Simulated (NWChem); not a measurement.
**One shape, several levels: triplet C3H2O**

Aim: a comparison of 4 runs (U-wB97X/6-311+G**, UB2PLYP/6-311+G**, UCAM-B3LYP/6-311+G**, UM06-2X/6-311+G**) of triplet C3H2O. 

The results are computed with NWChem 7.3.0.

### Step 1. The structure to begin with

C3H2O has 6 atoms, charge 0, and is taken as a triplet. SMILES of the parent species: `C#CC=O`. The shape is that of a PBE0-D4/def2-TZVP optimisation. That shape belongs to the parent species and isn't relaxed for this state.

Bond lengths: C1–C2 1.202 Å, C2–C3 1.444 Å, C3–O4 1.202 Å, C1–H5 1.066 Å, C3–H6 1.106 Å. Angles: C1–C2–C3 177.4°, C2–C3–O4 123.9°, C2–C1–H5 178.9°, C2–C3–H6 114.4°, O4–C3–H6 121.7°.

### Step 2. The energy at U-wB97X/6-311+G(d,p) (run 1)

Contents of struct.nw:

```
start struct
title "C3H2O"
memory stack 880 mb heap 220 mb global 1100 mb

geometry units atomic noautosym nocenter noautoz
C   -0.68426983   2.01879442  -1.94981942
C   -0.18179165   0.38852769  -0.45088865
C    0.51551729  -1.50214330   1.38781487
O   -0.60301161  -3.45800984   1.68072242
H   -1.15896903   3.44383689  -3.29095805
H    2.19208230  -1.01232628   2.53601246
end

basis spherical bse
C library 6-311+G**
O library 6-311+G**
H library 6-311+G**
end

dft
xc wb97x
mult 3
grid fine
convergence energy 1e-08
maxiter 100
mulliken
noprint "final vectors analysis"
end

task dft energy
```

Started as:

```sh
$ nwchem struct.nw > struct.out
```

The log of the run:

```text
[...]
          Wavefunction type:  spin polarized.
          No. of atoms     :     6
          No. of electrons :    28
[...]
          Charge           :     0
          Spin multiplicity:     3
[...]
          AO basis - number of functions:   100
[...]
              XC Information
              --------------
                       wb97x  Method XC Functional
                     Hartree-Fock (Exact) Exchange  1.000
                         wb97x Exchange Functional  1.000
                      wb97x Correlation Functional  1.000
[...]
 WARNING : Found     1 linear dependencies
 S eigenvalue threshold:     1.00000E-05
[...]
 d= 0,ls=0.0,diis     1   -190.3164816806 -2.80D+02  1.46D-01  2.44D-01     7.4
[...]
 d= 0,ls=0.0,diis    19   -190.5252181921 -9.50D-10  1.57D-07  1.96D-10   113.3
[...]
         Total DFT energy =     -190.525218192099
      One electron energy =     -433.891395834997
           Coulomb energy =      179.566750751043
    Exchange-Corr. energy =      -25.471843839564
 Nuclear repulsion energy =       89.271270731419
[...]
      Total Density - Mulliken Population Analysis
     ---------------------------------------------
    Atom       Charge   Shell Charges
 -----------   ------   -------------------------------------------------------
    1 C    6     6.24   1.11  0.88  0.64  0.77  1.37  0.52  0.82  0.01  0.08  0.04
    2 C    6     5.86   1.11  0.88  0.64  0.76  1.41  0.43  0.80 -0.17 -0.05  0.06
    3 C    6     6.37   1.11  0.88  0.66  0.75  1.52  0.37  0.71  0.16  0.11  0.11
    4 O    8     7.94   1.09  0.91  0.95  1.04  1.96  0.85  1.18 -0.01 -0.04  0.02
    5 H    1     0.82   0.26  0.48  0.05  0.03
    6 H    1     0.77   0.25  0.46  0.04  0.03
[...]
      <S2> =      2.0202 (Exact =     2.0000)
[...]
```

Wall time 1.9 min (1 thread of Intel Xeon Platinum 8488C (Sapphire Rapids), shared host); peak memory 0.11 GiB.

### Step 3. The energy at UB2PLYP/6-311+G(d,p) (run 2)

Contents of c3h2o.nw:

```
start c3h2o
memory stack 880 mb heap 220 mb global 1100 mb
charge 0

geometry units angstroms noautosym nocenter noautoz
   C     -0.362100     1.068300    -1.031800
   C     -0.096200     0.205600    -0.238600
   C      0.272800    -0.794900     0.734400
   O     -0.319100    -1.829900     0.889400
   H     -0.613300     1.822400    -1.741500
   H      1.160000    -0.535700     1.342000
end

basis "ao basis" spherical bse
   * library 6-311+G**
end

dft
   xc hfexch 0.53 becke88 0.47 lyp 0.73 mp2 0.27
   dftmp2 semidirect
   mult 3
   grid fine
   convergence energy 1e-08
   iterations 100
   mulliken
end

mp2
   freeze core 4
end

task dft energy
```

Started as:

```sh
$ nwchem c3h2o.nw > c3h2o.out
```

The log of the run:

```text
[...]
          Wavefunction type:  spin polarized.
          No. of atoms     :     6
          No. of electrons :    28
[...]
          Charge           :     0
          Spin multiplicity:     3
[...]
          AO basis - number of functions:   100
[...]
              XC Information
              --------------
                     Hartree-Fock (Exact) Exchange  0.530
                    Becke 1988 Exchange Functional  0.470
              Lee-Yang-Parr Correlation Functional  0.730
[...]
 WARNING : Found     1 linear dependencies
 S eigenvalue threshold:     1.00000E-05
[...]
 d= 0,ls=0.0,diis     1   -190.0114680428 -2.79D+02  2.04D-01  1.94D-01     2.6
[...]
 d= 0,ls=0.0,diis    19   -190.2221987252 -4.14D-09  3.02D-07  1.95D-10    35.3
[...]
         Total DFT energy =     -190.222198725209
      One electron energy =     -433.782548964853
           Coulomb energy =      179.464281829626
    Exchange-Corr. energy =      -25.175208880533
 Nuclear repulsion energy =       89.271277290550
[...]
      Total Density - Mulliken Population Analysis
     ---------------------------------------------
    Atom       Charge   Shell Charges
 -----------   ------   -------------------------------------------------------
    1 C    6     6.24   1.10  0.89  0.63  0.77  1.36  0.53  0.81  0.01  0.10  0.04
    2 C    6     5.78   1.10  0.89  0.63  0.76  1.41  0.45  0.81 -0.25 -0.07  0.06
    3 C    6     6.42   1.10  0.89  0.65  0.74  1.51  0.38  0.69  0.21  0.13  0.11
    4 O    8     7.94   1.08  0.91  0.94  1.05  1.98  0.86  1.18 -0.04 -0.05  0.02
    5 H    1     0.83   0.26  0.49  0.05  0.03
    6 H    1     0.79   0.25  0.47  0.04  0.03
[...]
      <S2> =      2.0341 (Exact =     2.0000)
[...]
  Basis functions       =    100
[...]
```

Run time: 40 s. Hardware: 1 thread of Intel Xeon Platinum 8488C (Sapphire Rapids), shared host; peak memory 0.27 GiB.

Run 3 isn't shown in full; the table further down has it.

### Step 4. The energy at UM06-2X/6-311+G(d,p) (run 4)

Contents of run.py:

```python
from ase import Atoms
from ase.calculators.nwchem import NWChem

atoms = Atoms(['C', 'C', 'C', 'O', 'H', 'H'], positions=[
    [-0.362100, 1.068300, -1.031800],
    [-0.096200, 0.205600, -0.238600],
    [0.272800, -0.794900, 0.734400],
    [-0.319100, -1.829900, 0.889400],
    [-0.613300, 1.822400, -1.741500],
    [1.160000, -0.535700, 1.342000],
])

calc = NWChem(
    label='a',
    theory='dft',
    memory='2200 mb',
    basis='6-311+G**',
    basispar='spherical bse',
    dft={'xc': 'm06-2x', 'mult': '3', 'grid': 'fine', 'convergence': 'energy 1e-08', 'iterations': '100', 'mulliken': None},
    task='energy',
)
atoms.calc = calc

e = atoms.get_potential_energy()
print(f"E = {e:.6f} eV")
```

Started as:

```sh
$ export ASE_NWCHEM_COMMAND="nwchem PREFIX.nwi > PREFIX.nwo"
$ python run.py
```

The log of the run:

```text
E = -5183.752243 eV
```

The calculator wrote a.nwi:

```
title "a"

permanent_dir a

scratch_dir a

start a

geometry units angstrom nocenter noautosym noautoz
  C  -3.6209999999999998e-01 1.0683000000000000e+00 -1.0318000000000001e+00
  C  -9.6199999999999994e-02 2.0560000000000000e-01 -2.3860000000000001e-01
  C  2.7279999999999999e-01 -7.9490000000000005e-01 7.3440000000000005e-01
  O  -3.1909999999999999e-01 -1.8299000000000001e+00 8.8939999999999997e-01
  H  -6.1329999999999996e-01 1.8224000000000000e+00 -1.7415000000000000e+00
  H  1.1599999999999999e+00 -5.3569999999999995e-01 1.3420000000000001e+00
end

memory 2200 mb

basis spherical bse noprint
   * library 6-311+G**
end

dft
  xc m06-2x
  mult 3
  grid fine
  convergence energy 1e-08
  iterations 100
  mulliken
end

task dft energy
```

a.nwo:

```text
Northwest Computational Chemistry Package (NWChem) 7.3.0
             --------------------------------------------------------

           Job information
           ---------------

    nwchem branch   = 7.3.0
    use scalapack   = T
    input           = a.nwi
    prefix          = a.
    data base       = a/a.db
    status          = startup
    nproc           =        1

           Memory information
           ------------------

[... 5 lines left out ...]
    hardfail = no
[... 99 lines left out ...]
  convergence criterion.
[... 19 lines left out ...]
          Convergence on gradient requested:  5.00D-04
[... 25 lines left out ...]
          total energy or number of iterations.
[... 37 lines left out ...]
 2-e energy   =     151.653335
[... 59 lines left out ...]
           Coulomb energy =      179.444018478959
[... 705 lines left out ...]
                     DFT Final Beta Molecular Orbital Analysis
[... 808 lines left out ...]
     Multipole analysis of the density
     ---------------------------------

     L   x y z        total         alpha         beta         nuclear
     -   - - -        -----         -----         ----         -------
     0   0 0 0     -0.000000    -15.000000    -13.000000     28.000000

     1   1 0 0      0.344358      3.214672      3.023930     -5.894244
[... 8 lines of this table left out ...]
     2   0 0 2    -15.434462    -49.324425    -41.557171     75.447134

 Task  times  cpu:       40.1s     wall:       40.1s
 Total times  cpu:       40.1s     wall:       40.1s
```

It took 41 s on 1 thread of Intel Xeon Platinum 8488C (Sapphire Rapids), shared host; peak memory 0.11 GiB.

### Step 5. All runs side by side

```
run                 level  frozen core orbitals  energy (Eh)  dipole moment (D)   ⟨S²⟩  wall time
  1     U-wB97X/6-311+G**                     –  -190.525218               1.16  2.020    1.9 min
  2     UB2PLYP/6-311+G**                     4  -190.403430               1.09  2.034       40 s
  3  UCAM-B3LYP/6-311+G**                     –  -190.494976               1.19  2.018      100 s
  4     UM06-2X/6-311+G**                     –  -190.499383               1.13  2.014       41 s
```

### Step 6. Summary of results

| quantity | value |
| --- | --- |
| run 4: total energy | -190.49938 Eh |
| run 4: dipole moment | 1.13 D |
| run 4: HOMO energy (highest over α and β) | -6.04 eV |
| run 4: LUMO energy (lowest over α and β) | -4.20 eV |
| run 4: ⟨S²⟩ | 2.014 |

The dipole moment (its size) runs from 1.09 D (UB2PLYP/6-311+G**) to 1.19 D (UCAM-B3LYP/6-311+G**). A double hybrid's value is that of its SCF part. Totals of different functionals can't be ranked against each other. All runs together took 4.9 min, the longest 1.9 min.
